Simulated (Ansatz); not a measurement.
# C3H5NO: the cost of one run

All numbers below are computed with Ansatz 0.2.0 (UKS revPBE-D4/def2-SVP).

### 1 The structure to begin with

Bond lengths: N1–C2 1.236 Å, C2–C3 1.472 Å, C3–C4 1.594 Å, C3–O5 1.467 Å, C4–O5 1.454 Å, N1–H6 1.052 Å, C2–H7 1.107 Å, C3–H8 1.017 Å, C4–H9 1.040 Å, C4–H10 1.036 Å. Angles (14 of 17 angles, heavy atoms first): N1–C2–C3 117.8°, C2–C3–C4 117.5°, C2–C3–O5 112.8°, C4–C3–O5 56.5°, C3–C4–O5 57.3°, C3–O5–C4 66.1°, N1–C2–H7 122.5°, C3–C2–H7 119.7°, C2–N1–H6 113.3°, C2–C3–H8 118.7°, C4–C3–H8 118.4°, O5–C3–H8 117.4°, C3–C4–H9 111.9°, C3–C4–H10 116.8°.

Structure file:

```xyz
10

N    -0.7447    1.5444    0.6866
C    -0.5472    0.3402    0.8816
C    -0.3850   -0.5286   -0.2954
C     1.0272   -0.5118   -1.0335
O     0.6399   -1.5611   -0.1043
H    -0.9013    2.0884    1.5730
H    -0.4442   -0.0886    1.8974
H    -1.2094   -0.7816   -0.8337
H     0.9431   -0.7625   -2.0392
H     1.7047    0.2101   -0.7293
```

### 2 Relaxing end A

Input file input.yaml:

```yaml
crystal:
  periodic: [false, false, false]
  atoms:
    - { symbol: "N", position_ang: [-0.7447, 1.5444, 0.6866] }
    - { symbol: C, position_ang: [-0.5472, 0.3402, 0.8816] }
    - { symbol: C, position_ang: [-0.385, -0.5286, -0.2954] }
    - { symbol: C, position_ang: [1.0272, -0.5118, -1.0335] }
    - { symbol: O, position_ang: [0.6399, -1.5611, -0.1043] }
    - { symbol: H, position_ang: [-0.9013, 2.0884, 1.573] }
    - { symbol: H, position_ang: [-0.4442, -0.0886, 1.8974] }
    - { symbol: H, position_ang: [-1.2094, -0.7816, -0.8337] }
    - { symbol: H, position_ang: [0.9431, -0.7625, -2.0392] }
    - { symbol: H, position_ang: [1.7047, 0.2101, -0.7293] }
magnetization:
  spin_polarized: true
basis:
  gaussian: { orbitals: def2-SVP }
hamiltonian:
  xc: revpbe
  dispersion: d4
relax:
  f_tol: 0.02
  max_steps: 50
```

The run is started by

```console
$ ansatz run input.yaml --threads 2 --pin off --max-ram 3072MiB --backend cpu --events-out ev --progress --plain --runs-dir out
```

Q: Estimate wall time and peak memory on 2 threads of INTEL XEON PLATINUM 8581C at 2.30GHz (Emerald Rapids), shared host.

About 21 s, with a peak of 0.17 GiB.
